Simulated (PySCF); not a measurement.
An unknown shows these calculated signals:

¹H NMR (300 MHz, computed): δ 7.64 (d of quint, J = 3.3, 1.4 Hz, 1H), 3.79 (d, J = 1.6 Hz, 1H), 3.76 (d, J = 3.3 Hz, 1H), 2.26 (d, J = 1.4 Hz, 3H).

¹³C{¹H} NMR (computed): δ 149.7 (C), 132.5 (CH), 127.9 (C), 62.0 (CH2), 12.8 (CH3).

PySCF calculation with PBE0/pcSseg-1 with gauge-including orbitals, structure optimised with PBE0-D3(BJ)/def2-SVP and J: B3LYP/pcJ-1 (without the spin–dipole term); single conformer, non-relativistic Hamiltonian, equivalent nuclei averaged, gas phase.

Chemical shifts δ = σref − σ; TMS for ¹H and ¹³C, all at this level.

Which of these does the molecule contain: an aldehyde, a Si–CH3 group, a non-aromatic C=C double bond, a three-membered ring, a CF3 group?

Answers


- An aldehyde: no.
- A Si–CH3 group: no.
- A non-aromatic C=C double bond: yes.
- A three-membered ring: yes.
- A CF3 group: no.

The data belong to SMILES C=C1C=C1C, C₅H₆; they needn't prove each group on their own.

Carbon signals by region: 3 in the sp2 and nitrile region (100–160 ppm), 1 at 50–100 ppm, 1 below 50 ppm.

Multiplet labels drop couplings under 1 Hz and merge nearly equal ones. Shifts are as computed. Against solution values, carbons near 30 ppm lie about +2 ppm off and those near 130 ppm about +5 ppm. Of 1211 compounds with measured shifts, 218 miss one by over three times the rms of a fit or turn the order of signals round; such compounds aren't used in these exercises.
